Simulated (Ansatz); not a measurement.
Compare A (`CCCC=O`) with its isomer B (`CC1(C)CO1`).

Program: Ansatz. Geometries: PBE0-D4/def2-TZVP. ΔE: electronic, gas phase. CBS: MP2 limit from def2 TZ/QZ plus the TZ coupled-cluster correction, frozen cores. Functionals use def2-TZVPP. B3LYP here is the variant with VWN-RPA as its local correlation; programs differ in this. Each species was taken in one conformer, which may not be the lowest.

(1) Which is lower in electronic energy at CCSD(T)/CBS, and by how much? (An estimate is asked.)

(2) Give E(B) − E(A) in kJ/mol with PBE-D4, CCSD/def2-TZVPP, r2SCAN-D4, PBE0-D4, B3LYP-D4, MP2/def2-TZVPP, B3LYP. (Estimate.)

Largest T1 diagnostic: 0.012.

Results:

(1) Ansatz gave: A, by 71.1 kJ/mol.

(2) Computed: PBE-D4 65.5, CCSD/def2-TZVPP 74.2, r2SCAN-D4 65.8, PBE0-D4 63.1, B3LYP-D4 79.3, MP2/def2-TZVPP 66.8, B3LYP 79.8. None reverses the order clearly.

In def2-TZVPP, CCSD(T) changes the Hartree–Fock value by −19.0 kJ/mol (the triples alone add −1.3 kJ/mol) and MP2 by −25.1 kJ/mol.
